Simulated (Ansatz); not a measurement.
This Ansatz (a first-principles code) input (MP2/def2-TZVPP) gives -169.77737 Eh with 152 basis functions. A basis named .json is the Basis Set Exchange file of that set (core-valence sets with the plain set on hydrogen).

Ansatz 0.2 input:
```yaml
crystal:
  periodic: [false, false, false]
  atoms:
    - {symbol: C, position_ang: [-0.12186025, -1.69074357, 0.02215318]}
    - {symbol: C, position_ang: [0.54218933, -0.56026688, 0.01153545]}
    - {symbol: C, position_ang: [-0.07823455, 0.72517373, -0.01044128]}
    - {symbol: H, position_ang: [0.10845327, -2.74335182, 0.03814959]}
    - {symbol: H, position_ang: [1.63433789, -0.55645278, 0.01934692]}
    - {symbol: N, position_ang: [-0.54219405, 1.77926070, -0.02814008]}
basis:
  gaussian:
    orbitals: def2-TZVPP
    fitting: {mean_field: def2-universal-jkfit, correlation: def2-SVP-RIFIT.json}
magnetization: {spin_polarized: true, initial_magnetization: 1}
correlation: {method: mp2, electrons: outside_noble_gas}
```

Change:
```diff
- fitting: {mean_field: def2-universal-jkfit, correlation: def2-SVP-RIFIT.json}
+ fitting: {mean_field: def2-universal-jkfit, correlation: cc-pVTZ-RIFIT.json}
```

Q: What does the run give now?

A: -169.77421 Eh (MP2/def2-TZVPP, 152 functions), a change of +3.16 mEh.
